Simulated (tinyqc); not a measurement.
Worked calculation: RHF in the sto-6g basis, for H2O, spin multiplicity 1. Computed by tinyqc, a small Python program that keeps every step (integrals from PySCF). Settings: charge = 0, multiplicity = 1, basis = sto-6g, energy threshold = 1e-10, iteration cap = 82, orthogonalisation = symmetric, start = atomic densities, DIIS depth = 8, method = RHF. Command: `OMP_NUM_THREADS=1 python tinyqc.py 30805 30806 out.jsonl` (the two numbers bound the seeds that draw the settings). One thread of a shared host (Intel(R) Xeon(R) Processor @ 2.60GHz), about 0.1 s of CPU time with the checks. Later iterations appear only in the table of the cycle.

## One-electron integrals

Geometry (angstrom):
```
atom,x,y,z
O,0.000000,0.000000,0.000000
H,0.000000,0.811000,0.609000
H,0.000000,-0.804000,0.604000
```

Basis sto-6g: exponents (1/bohr^2) and contraction coefficients of normalised primitives:
```
element,l (shell),exponent,coefficient
O,s (1),1355.584234,0.009164
O,s (1),248.544885,0.049361
O,s (1),69.533902,0.168538
O,s (1),23.886772,0.370563
O,s (1),9.275933,0.416492
O,s (1),3.820341,0.130334
O,s (2),52.187762,-0.013253
O,s (2),10.329320,-0.046992
O,s (2),3.210345,-0.033785
O,s (2),1.235135,0.250242
O,s (2),0.536420,0.595117
O,s (2),0.245881,0.240706
O,p (3),52.187762,0.003760
O,p (3),10.329320,0.037679
O,p (3),3.210345,0.173897
O,p (3),1.235135,0.418036
O,p (3),0.536420,0.425860
O,p (3),0.245881,0.101708
H,s (1),35.523221,0.009164
H,s (1),6.513144,0.049361
H,s (1),1.822143,0.168538
H,s (1),0.625955,0.370563
H,s (1),0.243077,0.416492
H,s (1),0.100112,0.130334
```

Overlap, kinetic and nuclear-attraction integrals over the contracted functions; the nuclear repulsion is the sum of Za Zb / Rab.

nuclear repulsion = 8.71164767 hartree

overlap S, lower triangle:
```
,1O 1s,1O 2s,1O 2px,1O 2py,1O 2pz,2H 1s,3H 1s
1O 1s,1.000000
1O 2s,0.231145,1.000000
1O 2px,0.000000,0.000000,1.000000
1O 2py,0.000000,0.000000,0.000000,1.000000
1O 2pz,0.000000,0.000000,0.000000,0.000000,1.000000
2H 1s,0.048632,0.440245,0.000000,0.297717,0.223563,1.000000
3H 1s,0.049603,0.445657,0.000000,-0.300187,0.225514,0.217195,1.000000
```

kinetic energy T (hartree), lower triangle:
```
,1O 1s,1O 2s,1O 2px,1O 2py,1O 2pz,2H 1s,3H 1s
1O 1s,29.327197
1O 2s,-0.896024,0.842618
1O 2px,0.000000,0.000000,2.531309
1O 2py,0.000000,0.000000,0.000000,2.531309
1O 2pz,0.000000,0.000000,0.000000,0.000000,2.531309
2H 1s,-0.004221,0.102094,0.000000,0.192182,0.144314,0.768522
3H 1s,-0.003992,0.105773,0.000000,-0.196955,0.147961,0.000229,0.768522
```

nuclear attraction V (hartree), lower triangle:
```
,1O 1s,1O 2s,1O 2px,1O 2py,1O 2pz,2H 1s,3H 1s
1O 1s,-62.306313
1O 2s,-6.393521,-10.038129
1O 2px,0.000000,0.000000,-9.963638
1O 2py,0.000199,0.001925,0.000000,-10.105728
1O 2pz,-0.017722,-0.200621,0.000000,0.001066,-10.043795
2H 1s,-1.540013,-3.488267,0.000000,-2.099498,-1.636750,-5.619024
3H 1s,-1.571104,-3.540653,0.000000,2.124837,-1.656712,-1.351738,-5.649403
```

core Hamiltonian H = T + V (hartree), lower triangle:
```
,1O 1s,1O 2s,1O 2px,1O 2py,1O 2pz,2H 1s,3H 1s
1O 1s,-32.979116
1O 2s,-7.289545,-9.195511
1O 2px,0.000000,0.000000,-7.432329
1O 2py,0.000199,0.001925,0.000000,-7.574419
1O 2pz,-0.017722,-0.200621,0.000000,0.001066,-7.512486
2H 1s,-1.544234,-3.386172,0.000000,-1.907315,-1.492436,-4.850502
3H 1s,-1.575097,-3.434880,0.000000,1.927883,-1.508751,-1.351509,-4.880880
```

## Two-electron integrals

Functions are numbered as in S; the eight-fold symmetry (ij|kl) = (ji|kl) = (kl|ij) leaves the list below.

Two-electron integrals (ij|kl) in chemists' order, unique and non-zero (hartree):
```
i,j,k,l,(ij|kl)
1,1,1,1,4.787491
2,1,1,1,0.675884
2,1,2,1,0.121505
2,2,1,1,1.117379
2,2,2,1,0.249212
2,2,2,2,0.817383
3,1,3,1,0.025762
3,2,3,1,0.039145
3,2,3,2,0.180664
3,3,1,1,1.117381
3,3,2,1,0.249212
3,3,2,2,0.817382
3,3,3,3,0.880663
4,1,4,1,0.025762
4,2,4,1,0.039145
4,2,4,2,0.180664
4,3,4,3,0.047461
4,4,1,1,1.117381
4,4,2,1,0.249212
4,4,2,2,0.817382
4,4,3,3,0.785741
4,4,4,4,0.880663
5,1,5,1,0.025762
5,2,5,1,0.039145
5,2,5,2,0.180664
5,3,5,3,0.047461
5,4,5,4,0.047461
5,5,1,1,1.117381
5,5,2,1,0.249212
5,5,2,2,0.817382
5,5,3,3,0.785741
5,5,4,4,0.785741
5,5,5,5,0.880663
6,1,1,1,0.151667
6,1,2,1,0.026131
6,1,2,2,0.052416
6,1,3,3,0.052304
6,1,4,1,0.001022
6,1,4,2,0.001995
6,1,4,4,0.052520
6,1,5,1,0.000767
6,1,5,2,0.001498
6,1,5,4,0.000163
6,1,5,5,0.052426
6,1,6,1,0.005728
6,2,1,1,0.365665
6,2,2,1,0.082682
6,2,2,2,0.299880
6,2,3,3,0.294920
6,2,4,1,0.005288
6,2,4,2,0.038889
6,2,4,4,0.304435
6,2,5,1,0.003971
6,2,5,2,0.029202
6,2,5,4,0.007144
6,2,5,5,0.300285
6,2,6,1,0.017873
6,2,6,2,0.136386
6,3,3,1,0.009224
6,3,3,2,0.051798
6,3,4,3,0.008037
6,3,5,3,0.006035
6,3,6,3,0.019381
6,4,1,1,0.209957
6,4,2,1,0.048152
6,4,2,2,0.186281
6,4,3,3,0.177869
6,4,4,1,0.011930
6,4,4,2,0.074663
6,4,4,4,0.199802
6,4,5,1,0.002032
6,4,5,2,0.017170
6,4,5,4,0.010434
6,4,5,5,0.181173
6,4,6,1,0.010889
6,4,6,2,0.103018
6,4,6,4,0.096375
6,5,1,1,0.157662
6,5,2,1,0.036158
6,5,2,2,0.139883
6,5,3,3,0.133566
6,5,4,1,0.002032
6,5,4,2,0.017170
6,5,4,4,0.137966
6,5,5,1,0.010750
6,5,5,2,0.064691
6,5,5,4,0.011341
6,5,5,5,0.148118
6,5,6,1,0.008177
6,5,6,2,0.077359
6,5,6,4,0.057817
6,5,6,5,0.062797
6,6,1,1,0.506002
6,6,2,1,0.116541
6,6,2,2,0.483089
6,6,3,3,0.463750
6,6,4,1,0.009756
6,6,4,2,0.097771
6,6,4,4,0.500848
6,6,5,1,0.007326
6,6,5,2,0.073419
6,6,5,4,0.027858
6,6,5,5,0.484669
6,6,6,1,0.025461
6,6,6,2,0.277179
6,6,6,4,0.239105
6,6,6,5,0.179550
6,6,6,6,0.774999
7,1,1,1,0.154721
7,1,2,1,0.026656
7,1,2,2,0.053465
7,1,3,3,0.053349
7,1,4,1,-0.001041
7,1,4,2,-0.002033
7,1,4,4,0.053570
7,1,5,1,0.000782
7,1,5,2,0.001527
7,1,5,4,-0.000166
7,1,5,5,0.053474
7,1,6,1,0.005754
7,1,6,2,0.017604
7,1,6,4,0.009762
7,1,6,5,0.008054
7,1,6,6,0.024739
7,1,7,1,0.005961
7,2,1,1,0.371207
7,2,2,1,0.083926
7,2,2,2,0.304165
7,2,3,3,0.299148
7,2,4,1,-0.005364
7,2,4,2,-0.039358
7,2,4,4,0.308769
7,2,5,1,0.004030
7,2,5,2,0.029567
7,2,5,4,-0.007228
7,2,5,5,0.304577
7,2,6,1,0.017519
7,2,6,2,0.111567
7,2,6,4,0.058174
7,2,6,5,0.061458
7,2,6,6,0.185098
7,2,7,1,0.018504
7,2,7,2,0.140007
7,3,3,1,0.009387
7,3,3,2,0.052631
7,3,4,3,-0.008144
7,3,5,3,0.006118
7,3,6,3,0.015360
7,3,7,3,0.019954
7,4,1,1,-0.212403
7,4,2,1,-0.048710
7,4,2,2,-0.188301
7,4,3,3,-0.179785
7,4,4,1,0.012127
7,4,4,2,0.075725
7,4,4,4,-0.201993
7,4,5,1,-0.002059
7,4,5,2,-0.017350
7,4,5,4,0.010565
7,4,5,5,-0.183126
7,4,6,1,-0.009678
7,4,6,2,-0.057886
7,4,6,4,-0.015343
7,4,6,5,-0.031187
7,4,6,6,-0.085407
7,4,7,1,-0.011238
7,4,7,2,-0.105398
7,4,7,4,0.098473
7,5,1,1,0.159566
7,5,2,1,0.036593
7,5,2,2,0.141460
7,5,3,3,0.135062
7,5,4,1,-0.002059
7,5,4,2,-0.017350
7,5,4,4,0.139510
7,5,5,1,0.010933
7,5,5,2,0.065664
7,5,5,4,-0.011485
7,5,5,5,0.149808
7,5,6,1,0.007993
7,5,6,2,0.061333
7,5,6,4,0.031263
7,5,6,5,0.048604
7,5,6,6,0.111338
7,5,7,1,0.008443
7,5,7,2,0.079180
7,5,7,4,-0.058987
7,5,7,5,0.064267
7,6,1,1,0.134691
7,6,2,1,0.030747
7,6,2,2,0.120330
7,6,3,3,0.117647
7,6,4,1,0.000006
7,6,4,2,0.000067
7,6,4,4,0.120033
7,6,5,1,0.002356
7,6,5,2,0.020309
7,6,5,4,0.000017
7,6,5,5,0.123311
7,6,6,1,0.006572
7,6,6,2,0.053954
7,6,6,4,0.035227
7,6,6,5,0.034410
7,6,6,6,0.112482
7,6,7,1,0.006702
7,6,7,2,0.054581
7,6,7,4,-0.035444
7,6,7,5,0.034726
7,6,7,6,0.026053
7,7,1,1,0.509776
7,7,2,1,0.117397
7,7,2,2,0.486062
7,7,3,3,0.466568
7,7,4,1,-0.009869
7,7,4,2,-0.098519
7,7,4,4,0.503951
7,7,5,1,0.007414
7,7,5,2,0.074011
7,7,5,4,-0.028083
7,7,5,5,0.487666
7,7,6,1,0.024431
7,7,6,2,0.183577
7,7,6,4,0.085121
7,7,6,5,0.110677
7,7,6,6,0.323268
7,7,7,1,0.026163
7,7,7,2,0.281543
7,7,7,4,-0.242093
7,7,7,5,0.181871
7,7,7,6,0.112482
7,7,7,7,0.774999
```

## Orthogonalisation

S = U s U^T; symmetric (Loewdin) form X = U s^(-1/2) U^T, so that X^T S X = 1.

eigenvalues of S: 0.376515  0.455008  0.889140  1.000000  1.090558  1.327896  1.860883

X, lower triangle:
```
,1O 1s,1O 2s,1O 2px,1O 2py,1O 2pz,2H 1s,3H 1s
1O 1s,1.022668
1O 2s,-0.136432,1.210083
1O 2px,0.000000,0.000000,1.000000
1O 2py,0.000118,-0.001943,0.000000,1.098751
1O 2pz,-0.008332,0.094077,0.000000,-0.000840,1.046776
2H 1s,0.019050,-0.265333,0.000000,-0.209185,-0.132620,1.173954
3H 1s,0.019256,-0.271112,0.000000,0.211946,-0.134962,-0.075311,1.178908
```

## Starting guess

The start is atomic minimal-basis densities projected into this basis (PySCF's MINAO start) and scaled to the electron count of each spin; this density is not idempotent, so its energy is not variational and may lie below the converged one.

D at the start, lower triangle:
```
,1O 1s,1O 2s,1O 2px,1O 2py,1O 2pz,2H 1s,3H 1s
1O 1s,2.138237
1O 2s,-0.479912,2.089436
1O 2px,0.000000,0.000000,1.307801
1O 2py,-0.000110,0.000818,0.000000,1.161674
1O 2pz,0.014475,-0.083887,0.000000,0.000490,1.238004
2H 1s,-0.013369,0.041500,0.000000,0.118484,0.060192,0.995838
3H 1s,-0.013459,0.041272,0.000000,-0.118108,0.059967,0.065471,0.996319
```

## Iteration 1: building the Fock matrix

J_ij = sum D_kl (ij|kl), K_ij = sum D_kl (ik|jl); F = H + J - 0.5 K; E = tr D H + tr D J / 2 - 0.25 tr D K + E_nn.

Coulomb J (hartree), lower triangle:
```
,1O 1s,1O 2s,1O 2px,1O 2py,1O 2pz,2H 1s,3H 1s
1O 1s,17.285667
1O 2s,3.054320,8.039010
1O 2px,0.000000,0.000000,8.000457
1O 2py,-0.000102,-0.000724,0.000000,8.074165
1O 2pz,0.013363,0.148948,0.000000,-0.000228,8.042404
2H 1s,0.662818,2.975811,0.000000,1.855768,1.441599,5.013214
3H 1s,0.676127,3.018184,0.000000,-1.875922,1.457773,1.213678,5.038295
```

exchange K (hartree), lower triangle:
```
,1O 1s,1O 2s,1O 2px,1O 2py,1O 2pz,2H 1s,3H 1s
1O 1s,9.946670
1O 2s,1.558103,2.759303
1O 2px,0.000000,0.000000,1.715247
1O 2py,-0.000322,-0.002160,0.000000,1.840332
1O 2pz,0.017011,0.147363,0.000000,-0.001011,1.786805
2H 1s,0.382986,1.248518,0.000000,0.601964,0.515771,1.395731
3H 1s,0.390402,1.264843,0.000000,-0.608821,0.520669,0.552472,1.408792
```

Fock matrix F (hartree), lower triangle:
```
,1O 1s,1O 2s,1O 2px,1O 2py,1O 2pz,2H 1s,3H 1s
1O 1s,-20.666784
1O 2s,-5.014277,-2.536153
1O 2px,0.000000,0.000000,-0.289496
1O 2py,0.000259,0.002281,0.000000,-0.420419
1O 2pz,-0.012865,-0.125355,0.000000,0.001344,-0.363484
2H 1s,-1.072909,-1.034620,0.000000,-0.352530,-0.308722,-0.535154
3H 1s,-1.094171,-1.049117,0.000000,0.356371,-0.311313,-0.414067,-0.546981
```

total energy of this density = -76.08891651 hartree

This density is the starting one; it is not idempotent, so its energy is not variational and may lie below the converged one.

## Iteration 1: diagonalisation and new density

Diagonalise F' = X^T F X, C = X C', fill 5 alpha and 5 beta electrons from the bottom; D = 2 C_occ C_occ^T. Each column has its largest component positive (the first on a tie).

F' = X^T F X (hartree), lower triangle:
```
,1,2,3,4,5,6,7
1,-20.336926
2,-2.511518,-1.386187
3,0.000000,0.000000,-0.289496
4,0.000092,-0.001130,0.000000,-0.190790
5,-0.025217,0.067751,0.000000,-0.000297,-0.251665
6,-0.176695,-0.526533,0.000000,-0.386203,-0.258762,-0.003947
7,-0.182822,-0.536029,0.000000,0.390179,-0.262182,-0.140671,-0.002442
```

orbital energies (hartree): MO1 -20.670098, MO2 -1.458007, MO3 -0.599643, MO4 -0.427148, MO5 -0.289496, MO6 0.436359, MO7 0.546581

coefficients C:
```
,MO1,MO2,MO3,MO4,MO5,MO6,MO7
1O 1s,0.996615,-0.227454,-0.001081,0.077995,0.000000,-0.119033,0.005964
1O 2s,0.015421,0.873565,0.006197,-0.429622,0.000000,0.828082,-0.044540
1O 2px,0.000000,0.000000,0.000000,0.000000,1.000000,0.000000,0.000000
1O 2py,-0.000036,-0.001816,0.703338,0.003376,0.000000,0.038610,0.894287
1O 2pz,0.001876,0.092957,-0.003545,0.824001,0.000000,0.672147,-0.032339
2H 1s,-0.002668,0.138066,0.359389,0.247836,0.000000,-0.819506,-0.796685
3H 1s,-0.002720,0.140615,-0.360208,0.244063,0.000000,-0.749024,0.873139
```

D after iteration 1, lower triangle:
```
,1O 1s,1O 2s,1O 2px,1O 2py,1O 2pz,2H 1s,3H 1s
1O 1s,2.102124
1O 2s,-0.433685,1.895934
1O 2px,0.000000,0.000000,2.000000
1O 2py,-0.000239,0.002643,0.000000,0.989398
1O 2pz,0.089996,-0.545596,0.000000,0.000239,1.375269
2H 1s,-0.030242,0.032640,0.000000,0.506716,0.431544,0.419305
3H 1s,-0.030538,0.031414,0.000000,-0.505558,0.430903,-0.099091,0.418193
```

## Iteration 2: building the Fock matrix

As before.

Coulomb J (hartree), lower triangle:
```
,1O 1s,1O 2s,1O 2px,1O 2py,1O 2pz,2H 1s,3H 1s
1O 1s,17.601493
1O 2s,3.135744,8.286067
1O 2px,0.000000,0.000000,8.293353
1O 2py,-0.000025,-0.000246,0.000000,8.281651
1O 2pz,-0.009112,0.018564,0.000000,-0.000250,8.283194
2H 1s,0.678646,3.017198,0.000000,1.865401,1.412939,4.933939
3H 1s,0.692263,3.060355,0.000000,-1.885589,1.428790,1.212858,4.961050
```

exchange K (hartree), lower triangle:
```
,1O 1s,1O 2s,1O 2px,1O 2py,1O 2pz,2H 1s,3H 1s
1O 1s,9.812400
1O 2s,1.535513,2.629578
1O 2px,0.000000,0.000000,2.282130
1O 2py,-0.000040,-0.000495,0.000000,1.911886
1O 2pz,0.000913,-0.114972,0.000000,-0.001655,2.046414
2H 1s,0.356375,1.052981,0.000000,0.658081,0.507369,1.117646
3H 1s,0.363325,1.066560,0.000000,-0.662371,0.510695,0.373206,1.129739
```

Fock matrix F (hartree), lower triangle:
```
,1O 1s,1O 2s,1O 2px,1O 2py,1O 2pz,2H 1s,3H 1s
1O 1s,-20.283823
1O 2s,-4.921557,-2.224233
1O 2px,0.000000,0.000000,-0.280041
1O 2py,0.000194,0.001927,0.000000,-0.248711
1O 2pz,-0.027291,-0.124571,0.000000,0.001645,-0.252499
2H 1s,-1.043776,-0.895464,0.000000,-0.370955,-0.333182,-0.475386
3H 1s,-1.064496,-0.907805,0.000000,0.373479,-0.335309,-0.325254,-0.484699
```

total energy of this density = -75.63931861 hartree

## Iteration 2: DIIS over 2 matrices

error matrix X^T (FDS - SDF) X:
```
,1,2,3,4,5,6,7
1,0.000000,0.019817,0.000000,-0.000140,0.018527,-0.030657,-0.030946
2,-0.019817,0.000000,0.000000,-0.000438,0.047337,0.029371,0.029272
3,0.000000,0.000000,0.000000,0.000000,0.000000,0.000000,0.000000
4,0.000140,0.000438,0.000000,0.000000,-0.000014,0.190425,-0.189312
5,-0.018527,-0.047337,0.000000,0.000014,0.000000,0.101363,0.100628
6,0.030657,-0.029371,0.000000,-0.190425,-0.101363,0.000000,-0.000037
7,0.030946,-0.029272,0.000000,0.189312,-0.100628,0.000037,0.000000
```

B (overlaps of the stored error matrices):
```
,1,2
1,7.3447303e+00,4.7726727e-02
2,4.7726727e-02,1.9819048e-01
```

Minimise |sum c_i e_i|^2 with sum c_i = 1: solve [B -1; -1 0][c; lambda] = [0; -1] with B_ij = tr e_i^T e_j, and take F = sum c_i F_i.

DIIS coefficients: 0.020203  0.979797

extrapolated F (hartree), lower triangle:
```
,1O 1s,1O 2s,1O 2px,1O 2py,1O 2pz,2H 1s,3H 1s
1O 1s,-20.291560
1O 2s,-4.923431,-2.230535
1O 2px,0.000000,0.000000,-0.280232
1O 2py,0.000196,0.001934,0.000000,-0.252180
1O 2pz,-0.026999,-0.124587,0.000000,0.001639,-0.254742
2H 1s,-1.044364,-0.898276,0.000000,-0.370583,-0.332688,-0.476594
3H 1s,-1.065096,-0.910660,0.000000,0.373134,-0.334824,-0.327048,-0.485958
```

## Iteration 2: diagonalisation and new density

As before.

F' = X^T F X (hartree), lower triangle:
```
,1,2,3,4,5,6,7
1,-19.962967
2,-2.502922,-1.110840
3,0.000000,0.000000,-0.280232
4,0.000117,-0.001464,0.000000,0.026011
5,-0.043823,0.088823,0.000000,-0.000100,-0.117762
6,-0.167508,-0.472950,0.000000,-0.443672,-0.308170,0.030005
7,-0.173417,-0.481288,0.000000,0.447172,-0.311405,-0.096657,0.032842
```

orbital energies (hartree): MO1 -20.294958, MO2 -1.176171, MO3 -0.554931, MO4 -0.361952, MO5 -0.280232, MO6 0.576078, MO7 0.709221

coefficients C:
```
,MO1,MO2,MO3,MO4,MO5,MO6,MO7
1O 1s,0.996564,-0.219020,-0.000980,0.100852,0.000000,-0.118155,0.004867
1O 2s,0.015980,0.825463,0.005716,-0.544510,0.000000,0.810050,-0.036357
1O 2px,0.000000,0.000000,0.000000,0.000000,1.000000,0.000000,0.000000
1O 2py,-0.000040,-0.001915,0.605809,0.001162,0.000000,0.033620,0.963223
1O 2pz,0.002921,0.131236,-0.001846,0.765954,0.000000,0.731955,-0.028008
2H 1s,-0.003473,0.170687,0.445805,0.293157,0.000000,-0.787969,-0.762381
3H 1s,-0.003545,0.173749,-0.444742,0.290000,0.000000,-0.736263,0.823605
```

D after iteration 2, lower triangle:
```
,1O 1s,1O 2s,1O 2px,1O 2py,1O 2pz,2H 1s,3H 1s
1O 1s,2.102564
1O 2s,-0.439578,1.956337
1O 2px,0.000000,0.000000,2.000000
1O 2py,-0.000195,0.002497,0.000000,0.734019
1O 2pz,0.102835,-0.617405,0.000000,-0.000960,1.207840
2H 1s,-0.023432,-0.032477,0.000000,0.540173,0.492224,0.627659
3H 1s,-0.023809,-0.034165,0.000000,-0.538849,0.491478,-0.167167,0.624193
```

## Iteration 8 (converged): orbitals

converged F (hartree), lower triangle:
```
,1O 1s,1O 2s,1O 2px,1O 2py,1O 2pz,2H 1s,3H 1s
1O 1s,-20.505153
1O 2s,-4.963359,-2.325961
1O 2px,0.000000,0.000000,-0.393168
1O 2py,0.000190,0.002131,0.000000,-0.292151
1O 2pz,-0.027404,-0.103889,0.000000,0.002165,-0.326286
2H 1s,-1.052190,-0.919546,0.000000,-0.384194,-0.343607,-0.507054
3H 1s,-1.073085,-0.932477,0.000000,0.387046,-0.345959,-0.327570,-0.517171
```

As before.

F' = X^T F X (hartree), lower triangle:
```
,1,2,3,4,5,6,7
1,-20.177349
2,-2.505941,-1.213860
3,0.000000,0.000000,-0.393168
4,0.000075,-0.001192,0.000000,-0.012198
5,-0.046451,0.110003,0.000000,0.000453,-0.186765
6,-0.169660,-0.470033,0.000000,-0.446636,-0.314136,0.002404
7,-0.175617,-0.478294,0.000000,0.450028,-0.317297,-0.088087,0.004515
```

orbital energies (hartree): MO1 -20.508274, MO2 -1.249201, MO3 -0.596474, MO4 -0.448522, MO5 -0.393168, MO6 0.543240, MO7 0.675979

coefficients C:
```
,MO1,MO2,MO3,MO4,MO5,MO6,MO7
1O 1s,0.996722,-0.223856,-0.001371,0.091754,0.000000,-0.115162,0.004250
1O 2s,0.015279,0.857042,0.007855,-0.510091,0.000000,0.799754,-0.032508
1O 2px,0.000000,0.000000,0.000000,0.000000,1.000000,0.000000,0.000000
1O 2py,-0.000039,-0.002117,0.606180,0.003510,0.000000,0.029527,0.963118
1O 2pz,0.002862,0.110783,-0.004935,0.771863,0.000000,0.729226,-0.024779
2H 1s,-0.003352,0.148841,0.444309,0.300031,0.000000,-0.787327,-0.765814
3H 1s,-0.003422,0.151923,-0.445592,0.293400,0.000000,-0.742414,0.820730
```

D after iteration 8, lower triangle:
```
,1O 1s,1O 2s,1O 2px,1O 2py,1O 2pz,2H 1s,3H 1s
1O 1s,2.103972
1O 2s,-0.446877,1.990017
1O 2px,0.000000,0.000000,2.000000
1O 2py,-0.000148,0.002312,0.000000,0.734942
1O 2pz,0.097762,-0.597541,0.000000,-0.001033,1.216157
2H 1s,-0.019479,-0.044083,0.000000,0.540139,0.491740,0.619188
3H 1s,-0.019776,-0.046017,0.000000,-0.538801,0.490969,-0.174655,0.615457
```

## Convergence

Stop when the energy changes by less than 1e-10 hartree and every element of the error matrix X^T (F D S - S D F) X is below 3e-06.

Course of the cycle:
```
iteration,E (hartree),change,largest element of the error matrix
1,-76.08891651,-,1.18e+00
2,-75.63931861,4.50e-01,1.90e-01
3,-75.67748581,-3.82e-02,2.30e-02
4,-75.67801449,-5.29e-04,4.75e-03
5,-75.67804259,-2.81e-05,3.23e-05
6,-75.67804259,-3.10e-09,1.33e-05
7,-75.67804259,-6.39e-10,1.32e-07
8,-75.67804259,-7.11e-14,6.71e-08
```

PySCF RHF in the same basis = -75.67804259 hartree

Converged in 8 iterations.

## Populations, bond orders and dipole

Mulliken: Z minus the diagonal of D S on the atom; Loewdin: the same with S^(1/2) D S^(1/2); Mayer order: 2 sum_s sum (D(s) S)_ij (D(s) S)_ji over the two atoms.

Charges (e):
```
atom,Mulliken,Loewdin
1O,-0.339862,-0.242079
2H,0.168358,0.120244
3H,0.171505,0.121835
```

Mayer bond orders:
```
pair,order
2-1,0.959013
3-1,0.957944
3-2,0.012642
```

dipole moment about the origin, x y z (debye): 0.000000  -0.004367  1.684268
